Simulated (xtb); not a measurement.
C2H7O, charge +2, quartet, at a GFN2-xTB geometry of the parent state (a state made from the parent by changing its charge; the spin is typed, not shown lowest); GFN0-xTB (xtb 6.7.1).

Here is a job for xtb.
```
$ xtb mol.xyz --gfn 0 --chrg 2 --uhf 3 --json

# file mol.xyz
10

C     -0.00223143     1.21625181    -0.23715729
O      0.06253569    -0.00293426     0.54553241
C      0.01855330    -1.21299750    -0.25260614
H      0.03713273     2.06033938     0.44988519
H      0.87422661     1.24376925    -0.88384307
H     -0.90875310     1.26332016    -0.84164350
H      0.07242889    -2.06495723     0.42365030
H     -0.88709609    -1.26787824    -0.85774070
H      0.89528349    -1.21728810    -0.89949420
H     -0.68143921    -0.01335695     1.18350721
```

The log (banner, timings and long lists left out):

```
   ID    Z sym.   atoms
    1    6 C      1, 3
    2    8 O      2
    3    1 H      4-10

           -------------------------------------------------
          |                Calculation Setup                |
           -------------------------------------------------

           -------------------------------------------------
          |                 G F N 0 - x T B                 |
           -------------------------------------------------

          ...................................................
          :                      SETUP                      :
          :.................................................:
          :  # basis functions                  26          :
          :  # atomic orbitals                  26          :
          :  # shells                           20          :
          :  # electrons                        19          :
          :  electronic temp.          300.0000000     K    :
          :  accuracy                    1.0000000          :
          :  -> integral cutoff          0.2500000E+02      :
          :  -> integral neglect         0.1000000E-07      :
          ...................................................

         :::::::::::::::::::::::::::::::::::::::::::::::::::::
         ::                     SUMMARY                     ::
         :::::::::::::::::::::::::::::::::::::::::::::::::::::
         :: total energy              -7.287033179698 Eh    ::
         :: gradient norm              0.116604785909 Eh/a0 ::
         :: HOMO-LUMO gap              1.050657459465 eV    ::
         ::.................................................::
         :: H0 energy                -10.427772596055 Eh    ::
         :: repulsion energy           0.138235833051 Eh    ::
         :: electrostat energy         3.021370544185 Eh    ::
         :: -> Gsolv                   0.000000000000 Eh    ::
         ::    -> Gsasa                0.000000000000 Eh    ::
         ::    -> Gshift               0.000000000000 Eh    ::
         :: dispersion energy         -0.000965050731 Eh    ::
         :: short-range corr.         -0.017901910149 Eh    ::
         :: add. restraining           0.000000000000 Eh    ::
         :: total charge               2.000000000000 e     ::
         :::::::::::::::::::::::::::::::::::::::::::::::::::::

           -------------------------------------------------
          |                Property Printout                |
           -------------------------------------------------

    * Orbital Energies and Occupations

         #    Occupation            Energy/Eh            Energy/eV
      -------------------------------------------------------------
         1        2.0000           -0.7009683             -19.0743
         2        2.0000           -0.6281966             -17.0941
         3        2.0000           -0.6229768             -16.9521
         4        2.0000           -0.5723109             -15.5734
         5        2.0000           -0.5505207             -14.9804
         6        2.0000           -0.5405487             -14.7091
         7        2.0000           -0.5224764             -14.2173
         8        1.7683           -0.5060599             -13.7706
         9        1.2317           -0.5037826             -13.7086
        10        1.0000           -0.4352401             -11.8435
        11        1.0000           -0.2001326              -5.4459 (HOMO)
        12                         -0.1615217              -4.3952 (LUMO)
        13                         -0.1340314              -3.6472
        14                         -0.1152211              -3.1353
        15                         -0.1029311              -2.8009
        16                         -0.0820317              -2.2322
        17                         -0.0713896              -1.9426
        18                         -0.0592693              -1.6128
        19                         -0.0155705              -0.4237
        20                          0.1902149               5.1760
        21                          0.2444137               6.6508
        22                          0.2453182               6.6754
       ...                                ...                  ...
        26                          0.3704381              10.0801
      -------------------------------------------------------------
                  HL-Gap            0.0386110 Eh            1.0507 eV
             Fermi-level            0.0000000 Eh            0.0000 eV

     #   Z          covCN         q      C6AA      α(0)
     1   6 C        3.630    -0.354    31.837     8.211
     2   8 O        2.493    -0.104    15.723     5.367
     3   6 C        3.630    -0.354    31.837     8.211
     4   1 H        0.925     0.429     0.428     1.023
     5   1 H        0.925     0.399     0.479     1.082
     6   1 H        0.924     0.374     0.525     1.133
     7   1 H        0.925     0.429     0.428     1.023
     8   1 H        0.924     0.374     0.525     1.133
     9   1 H        0.925     0.399     0.479     1.082
    10   1 H        0.803     0.410     0.467     1.074

 Mol. C6AA /au·bohr⁶  :        401.440962
 Mol. C8AA /au·bohr⁸  :       9048.422947
 Mol. α(0) /au        :         29.338540

Wiberg/Mayer (AO) data.
largest (>0.10) Wiberg bond orders for each atom

 ---------------------------------------------------------------------------
     #   Z sym  total        # sym  WBO       # sym  WBO       # sym  WBO
 ---------------------------------------------------------------------------
     1   6 C    3.681 --     5 H    0.928     6 H    0.911     4 H    0.807
                             2 O    0.767    10 H    0.136
     2   8 O    2.741 --    10 H    0.962     1 C    0.767     3 C    0.767
     3   6 C    3.681 --     9 H    0.928     8 H    0.911     7 H    0.807
                             2 O    0.767    10 H    0.136
     4   1 H    0.901 --     1 C    0.807
     5   1 H    0.990 --     1 C    0.928
     6   1 H    0.982 --     1 C    0.911
     7   1 H    0.901 --     3 C    0.807
     8   1 H    0.982 --     3 C    0.911
     9   1 H    0.990 --     3 C    0.928
    10   1 H    1.287 --     2 O    0.962     3 C    0.136     1 C    0.136
 ---------------------------------------------------------------------------

Topologies differ in total number of bonds
Writing topology from bond orders to xtbtopo.mol

 dipole moment from electron density (au)
     X       Y       Z
   0.2219  -0.0018   0.5758  total (Debye):    1.569

           -------------------------------------------------
          | TOTAL ENERGY               -7.287033179698 Eh   |
          | GRADIENT NORM               0.116604785909 Eh/α |
          | HOMO-LUMO GAP               1.050657459465 eV   |
           -------------------------------------------------

normal termination of xtb
```
